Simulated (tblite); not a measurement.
Species: C₃H₇NS (charge -1 and doublet state).
Structure used (GFN2-xTB), in Å, numbered top down from 1:
```xyz
12
C3H7NS angstrom
C      1.5539   -0.0707   -0.0906
C      0.2868    0.6113    0.4373
C     -0.9092    0.3005   -0.4094
N     -1.3182   -1.0757   -0.3325
S     -2.0784    1.5247   -0.7018
H      2.4025    0.0969    0.5775
H      1.3803   -1.1412   -0.1798
H      1.8028    0.3171   -1.0767
H      0.4326    1.6943    0.4568
H      0.1363    0.2760    1.4856
H     -2.1990   -1.1651   -0.8323
H     -1.4893   -1.3687    0.6398
```

Calculated harmonic vibrations of the isolated species, GFN2-xTB (tblite), most abundant isotopes, no scaling. Against measured fundamentals such values can be off by several per cent, at times by over 20. One conformer, not necessarily the lowest. Open shells enter through the occupations alone, without spin polarisation, and single modes of such species can be off by tens of per cent.

Harmonic wavenumbers (cm⁻¹): 71.4, 191.7, 204.1, 253.3, 314.1, 345.0, 408.5, 699.2, 805.4, 936.3, 963.3, 1013.6, 1046.3, 1060.8, 1190.2, 1206.4, 1276.1, 1314.8, 1387.5, 1477.3, 1503.1, 1516.3, 1545.9, 2685.6, 2946.6, 2965.2, 3015.2, 3024.9, 3064.6, 3376.4.

A = 6891, B = 2493, C = 1976 MHz; mass 89.030 u (most abundant isotopes); point group C1, symmetry number 1; spin multiplicity 2.

**Question.** Zero-point energy?

**Answer.** Half the sum of the wavenumbers: 20905 cm⁻¹ = 59.77 kcal/mol.

**Question.** What is S at 273.15 K and 1 bar for an ideal gas of classical rigid rotors and harmonic oscillators?

**Answer.** Translation 38.96, rotation 26.39, vibration 13.38, spin (R ln 2) 1.38: S = 80.1 cal/(mol K).

**Question.** And Cp and H(273.15 K) − H(0)?

**Answer.** Cp = 23.16 cal/(mol K), of which vibrations give 15.21 (their classical limit is 30 R = 59.6); H(273.15 K) − H(0) = 4.24 kcal/mol without the zero-point energy, 2.07 from vibrations.

**Question.** What must be added to the electronic energy to get the Gibbs energy at 273.15 K and 1 bar?

**Answer.** ZPE + [H(273.15 K) − H(0)] − T·S = 59.77 + 4.24 − 21.88 = 42.13 kcal/mol.

**Question.** Blend soft modes into free rotors: weight 1/[1 + (100 cm⁻¹/ν̃)⁴] for the oscillator and the rest for a rotor with moment μB/(μ + B), μ = h/(8π²ν), B = 10⁻⁴⁴ kg m². What vibrational entropy results?

**Answer.** 12.74 cal/(mol K) in place of 13.38, which changes −T·S at 273.15 K by +0.17 kcal/mol.

Hindered rotation and anharmonicity are outside this model. Other conformers, if any are populated, would add a mixing term that is left out. The structure is chiral; the term R ln 2 for an equal mix with its mirror image is left out.

Time: 0.23 s wall. Hardware: Arm Neoverse V1, one thread, on a shared host. This covers the Hessian and the dipole derivatives.
